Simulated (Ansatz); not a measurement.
# What a trial cell of SrCo2 relaxes into

Theory: DFT PBE, scalar-relativistic, plane waves, PAW (Ansatz 0.2.0). Cutoff 420 eV, Γ-centred k mesh, Gaussian smearing, collinear spin, first started from parallel moments.

The start puts SrCo2 on the CaC2 structure type (I4/mmm, No. 139), with Sr in place of Ca, Co in place of C, at a guessed volume.

```
Sr Co
1.0
    -2.03696    2.03696    3.34082
     2.03696   -2.03696    3.34082
     2.03696    2.03696   -3.34082
Sr Co
1 2
Cartesian
  0.0000 0.0000 0.0000
  0.0000 0.0000 3.9622
  0.0000 0.0000 2.7194
```

Cell and atoms relax at zero pressure; the relaxation can't lower the symmetry of the start. After a coarse first stage the cell is made exact in the group found at 0.06 Å.

Energies over the elements count from the elements' standard structures at the same level, with no empirical corrections.

Which crystal results?

It keeps I4/mmm (No. 139). The result has the CaC2 structure. Conventional cell: a = 4.054 Å, c = 8.252 Å. Around Sr lie 10 Co at 3.02–3.07 Å; Co has 1 Co at 2.21 Å.

```xyz
3
Lattice="-2.0268 2.0268 4.1258 2.0268 -2.0268 4.1258 2.0268 2.0268 -4.1258" Properties=species:S:1:pos:R:3 pbc="T T T"
Sr    0.0000    0.0000    0.0000
Co    0.0000    0.0000    5.2323
Co    0.0000    0.0000    3.0193
```

What are its volume, energy, gap and moment?

The volume per atom is 22.60 Å³, the density is 5.03 g/cm³ and the energy over the elements is 0.97 eV/atom. The gap on the 16×16×16 mesh is 0 eV (a metal) and the net moment per atom is 1.15 μB. The largest site moment is 1.79 μB.

The final run used a 16×16×16 mesh on its 3-atom cell and 0.10 eV smearing. The k mesh leaves about 4 meV/atom of noise in metals. Symmetry constrained the relaxation, so the result can be a saddle point.

Cost: 3 runs of about 10 core-minutes in all, on Arm Neoverse V2 (shared hosts).